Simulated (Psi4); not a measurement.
This Psi4 input (B3LYP/3-21G) gives -273.35113 Eh with 29 basis functions.

```
memory 8100 MB

molecule {
1 1
F    -0.02225252    1.11779558   -0.29098290
O     0.18529947   -0.00260891    0.50398691
F    -0.07464433   -1.11750055   -0.28329124
H    -0.61032413    0.01821598    1.13657204
}

set {
  basis 3-21g
  scf_type df
}

energy('b3lyp')
print_variables()
```

Change:
```diff
- basis 3-21g
+ basis sto-3g
```

### Question
What does the run give now?

### Answer
-271.08009 Eh (B3LYP/STO-3G, 16 functions), a change of +2271.04 mEh.
